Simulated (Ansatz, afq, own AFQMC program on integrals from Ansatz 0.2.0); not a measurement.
**SiGeS, triplet: AFQMC among the cluster methods**

```yaml
atoms:
  - { symbol: Ge, position_ang: [0.0000, 0.0000, 2.1869] }
  - { symbol: Si, position_ang: [0.0000, 0.0000, -0.1260] }
  - { symbol: S, position_ang: [0.0000, 0.0000, -2.0610] }
```

Connectivity, by distances: Ge–Si–S.

Basis cc-pVDZ. Noble-gas cores (and the filled d shells of Ga–Kr and In–Xe) are frozen. Integrals, coupled cluster, full CI and functionals: Ansatz 0.2.0; the random walks run on the same integrals in our own AFQMC program. The CISD trial takes its coefficients from CCSD amplitudes. Released means that phaseless walkers are propagated on without the constraint, phases kept. Free AFQMC starts from the CCSD state and is never constrained. Its projection time is finite, and what remains of the start isn't in its error. ± is one standard error of the sampling. No spin–orbit coupling.

Determinant: UHF, the one that the program's search chose, which needn't be the lowest solution. The geometry is a point of a scan.

No full CI on the walks' own integrals is used here; CCSDT(Q) serves as the reference and is uncertain by about the last step of the cluster series.

Cautions: no relativity below Rb; no spin-orbit coupling; inner d shell frozen; lower spins were not checked; the released energies are still falling, so no released level is given (meV from the phaseless value at times in 1/Eh: 24 ± 25 at 0.24, 15 ± 25 at 0.51, 20 ± 28 at 0.99, -15 ± 26 at 1.62, -83 ± 40 at 2.40), though the last usable value meets CCSDT(Q) within the noise; the ph-AFQMC/CISD walk drifts between its halves (2.5 errors).

```
T1 diagnostic                               : 0.0275
weight of the determinant in the CISD state : 0.814
⟨S²⟩ of the determinant                     : 2.027
size of the correlated space                : 14 electrons in 39 orbitals
```

| level | correlation energy (eV) |
| --- | --- |
| MP2 | -7.1208 |
| CCSD | -7.9626 |
| CCSD(T) | -8.3758 |

Question: Estimate where free-projection AFQMC lies against CCSD(T) on the same integrals.

Answer: 1.68 ± 0.82 mEh below CCSD(T).

Reference: CCSDT(Q), correlation energy -8.466 eV.

```tsv
level	E − E(reference) (mEh)	share of correlation (%)
CCSD(T)	3.31	98.94
CCSDT	1.50	99.52
ph-AFQMC/CISD	1.92 ± 1.10	99.38
free AFQMC	1.63 ± 0.82	99.47
```

Free projections are given only where their last times agree within the noise and don't stop above the reference; a slow remainder of the start can still hide under it. A walk keeps the symmetry of its determinant, which the program's search chose and which needn't be the lowest solution, so a lower state of the same spin and another symmetry isn't excluded.
